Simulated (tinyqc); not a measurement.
Extended Hueckel theory, for LiF+, step by step. The parameters take no account of the charge, which enters only through the electron count. One step of it, computed by the program tinyqc.

Problem. Mulliken analysis. P = C n C^T; charge = valence electrons (F 7, Li 1) minus the sum of (P S)_ii on the atom; overlap population = 2 sum P_ij S_ij between two atoms.

coefficients, order 1Li 2s, 1Li 2px, 1Li 2py, 1Li 2pz, 2F 2s, 2F 2px, 2F 2py, 2F 2pz:
$$\begin{pmatrix}
-0.002634 & -0.010580 & 0.000000 & 0.000000 & 0.858190 & 0.000000 & 0.000000 & 0.628753 \\
0.000000 & 0.000000 & -0.003295 & 0.008421 & 0.000000 & 0.888373 & -0.488760 & 0.000000 \\
0.000000 & 0.000000 & 0.008421 & 0.003295 & 0.000000 & 0.488760 & 0.888373 & 0.000000 \\
-0.023551 & -0.000513 & 0.000000 & 0.000000 & -0.515244 & 0.000000 & 0.000000 & 1.000070 \\
1.010797 & 0.003346 & 0.000000 & 0.000000 & -0.044814 & 0.000000 & 0.000000 & -0.605052 \\
0.000000 & 0.000000 & -0.363836 & 0.929813 & 0.000000 & -0.154872 & 0.085207 & 0.000000 \\
0.000000 & 0.000000 & 0.929813 & 0.363836 & 0.000000 & -0.085207 & -0.154872 & 0.000000 \\
-0.001186 & 0.999255 & 0.000000 & 0.000000 & 0.039615 & 0.000000 & 0.000000 & 0.090640
\end{pmatrix}$$

occupations: [2.000000, 2.000000, 1.500000, 1.500000, 0.000000, 0.000000, 0.000000, 0.000000]

overlap S, order 1Li 2s, 1Li 2px, 1Li 2py, 1Li 2pz, 2F 2s, 2F 2px, 2F 2py, 2F 2pz:
$$\begin{pmatrix}
1.000000 & 0.000000 & 0.000000 & 0.000000 & 0.300849 & 0.000000 & 0.000000 & -0.063503 \\
0.000000 & 1.000000 & 0.000000 & 0.000000 & 0.000000 & 0.165537 & 0.000000 & 0.000000 \\
0.000000 & 0.000000 & 1.000000 & 0.000000 & 0.000000 & 0.000000 & 0.165537 & 0.000000 \\
0.000000 & 0.000000 & 0.000000 & 1.000000 & 0.434101 & 0.000000 & 0.000000 & -0.045725 \\
0.300849 & 0.000000 & 0.000000 & 0.434101 & 1.000000 & 0.000000 & 0.000000 & 0.000000 \\
0.000000 & 0.165537 & 0.000000 & 0.000000 & 0.000000 & 1.000000 & 0.000000 & 0.000000 \\
0.000000 & 0.000000 & 0.165537 & 0.000000 & 0.000000 & 0.000000 & 1.000000 & 0.000000 \\
-0.063503 & 0.000000 & 0.000000 & -0.045725 & 0.000000 & 0.000000 & 0.000000 & 1.000000
\end{pmatrix}$$

Give: charges; Overlap populations.

Solution.

charges: 1Li 1.015, 2F -0.015

Overlap populations:
```
pair      value
2-1   -0.032844
```
